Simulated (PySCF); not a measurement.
# C4H9F ((CH3)2CHCH2F): the cost of one run

The runs use PySCF 2.14.0, with density-fitted response routines of our own; the level of theory stands in each step. All values are computed, except where a source is named. Atoms count from 0, in the outputs and in this text.

## (1) Starting geometry

14 atoms, charge 0, multiplicity 1; geometry from: GFN2-xTB. The atoms were then displaced at random by about 0.01 Å, so the start is not that level's minimum.

Bonds of the start (Å): C0–C1 1.55, C1–C2 1.53, C1–C3 1.50, C3–F4 1.38, C0–H5 1.08, C0–H6 1.10, C0–H7 1.06, C1–H8 1.11, C2–H9 1.11, C2–H10 1.07, C2–H11 1.07, C3–H12 1.10, C3–H13 1.14.

## (2) Geometry optimisation at PBE0-D3(BJ)/def2-TZVP

What the job is given:

```
{"job": {"xc": "PBE0", "basis": "def2-TZVP", "d3": "d3bj", "grid": 2, "shake": 0.01, "kind": "geom"}, "charge": 0, "multiplicity": 1}
C      1.379280    -0.474040    -0.213390
C      0.008930    -0.075860     0.398020
C     -0.269640     1.423370     0.261060
C     -1.080700    -0.849270    -0.273690
F     -0.992970    -2.204410    -0.029470
H      2.166870     0.050960     0.307120
H      1.402980    -0.152540    -1.263470
H      1.526880    -1.517770    -0.163250
H      0.022700    -0.339100     1.480390
H      0.546830     1.987630     0.753930
H     -0.305080     1.710680    -0.769710
H     -1.184190     1.697770     0.750290
H     -1.117820    -0.722070    -1.368260
H     -2.111230    -0.550440     0.122700
```

Launch:

```console
> OMP_NUM_THREADS=1 python probes_run.py task.json out
```

The driver reads the jobs from task.json and runs them one after another.

**Question.** How long does this first job take on 1 thread of Arm Neoverse V1, shared host, and how much memory does it need?

About 2.1 min, with a peak of 1 GiB.
